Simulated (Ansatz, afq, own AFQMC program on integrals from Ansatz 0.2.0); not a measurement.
## AFQMC, coupled cluster and functionals along a coordinate of BNH$_{3}$, doublet

```xyz
5

B     0.0000   -0.1798    0.7865
N     0.0000    0.0674   -0.5650
H     0.0000    0.6578    1.6392
H     0.0000    0.9957   -0.9652
H     0.0000   -0.6620   -1.2589
```

The B1–N2 distance is changed with both sides rigid. Energies in kcal/mol count from this geometry (1.374 Å) at the same level; the start stands on UHF, each point on the determinant named.

Basis cc-pVDZ. Noble-gas cores (and the filled d shells of Ga–Kr and In–Xe) are frozen. AFQMC by an in-house program on the Cholesky factors that Ansatz 0.2.0 writes for its CCSD(T) run. The CISD trial takes its coefficients from CCSD amplitudes. Released means that phaseless walkers are propagated on without the constraint, phases kept. ± is one standard error of the sampling.

Cautions, each for one point or more: a spin-contaminated unrestricted determinant lies lower; higher spins were not checked; the ph-AFQMC/CISD walk drifts between its halves.

```json
{"r(B1–N2) / Å": "1.230", "det.": "UHF", "T1": "0.013", "weight": "0.91", "⟨S²⟩": "0.76", "B2PLYP": "16.0", "CCSD": "17.5", "CCSD(T)": "17.8"}
{"r(B1–N2) / Å": "1.539", "det.": "UHF", "T1": "0.020", "weight": "0.90", "⟨S²⟩": "0.76", "B2PLYP": "9.6", "CCSD": "8.8", "CCSD(T)": "8.4"}
{"r(B1–N2) / Å": "1.889", "det.": "UHF", "T1": "0.033", "weight": "0.87", "⟨S²⟩": "0.76", "B2PLYP": "58.0", "CCSD": "57.7", "CCSD(T)": "56.0"}
{"r(B1–N2) / Å": "2.488", "det.": "ROHF†", "T1": "0.018", "weight": "0.86", "⟨S²⟩": "pure", "B2PLYP": "129.6§", "CCSD": "121.2", "CCSD(T)": "122.2"}
{"r(B1–N2) / Å": "3.628", "det.": "ROHF†", "T1": "0.013", "weight": "0.87", "⟨S²⟩": "pure", "B2PLYP": "128.8§", "CCSD": "115.9", "CCSD(T)": "117.6"}
```

**Question.** Estimate the curve of phaseless AFQMC with a CISD trial, counted from the same start.

**Answer.** 
```
r(B1–N2) / Å   det.     T1  weight  ⟨S²⟩  ph-AFQMC/CISD  released AFQMC
       1.230    UHF  0.013    0.91  0.76     18.2 ± 0.4      17.2 ± 0.5
       1.539    UHF  0.020    0.90  0.76      8.5 ± 0.4       7.1 ± 0.6
       1.889    UHF  0.033    0.87  0.76     55.5 ± 0.7     55.3 ± 0.9*
       2.488  ROHF†  0.018    0.86  pure    122.7 ± 0.4    121.3 ± 0.6*
       3.628  ROHF†  0.013    0.87  pure    118.3 ± 0.4    117.2 ± 0.7*
```

Weight is that of the determinant in the CISD state; at the start T1 is 0.015 and the weight 0.90, and ⟨S²⟩ is 0.76. An asterisk marks released energies that aren't shown to be converged. A dagger marks points whose determinant fills other symmetries than the start's, so the wave-function levels may follow another state there, or a degenerate partner. § marks a functional whose ⟨S²⟩ is too high by over 0.1. Largest departures from phaseless AFQMC with a CISD trial: CCSD(T) -0.7 kcal/mol at 3.628 (on ROHF) (within the noise), released AFQMC -1.5 kcal/mol at 1.539 (on UHF), B2PLYP 2.5 kcal/mol at 1.889, CCSD -2.4 kcal/mol at 3.628 (on ROHF). The walk's constraint bias lies outside its error bars, so these are departures and not errors. Functionals count only at points shown to share the start's state and spin. In this small basis the wave-function levels are far from their limit, so their gap to the functionals isn't the functionals' error.

A walk keeps the symmetry of its determinant, which the program's search chose and which needn't be the lowest solution, so a lower state of the same spin and another symmetry isn't excluded.
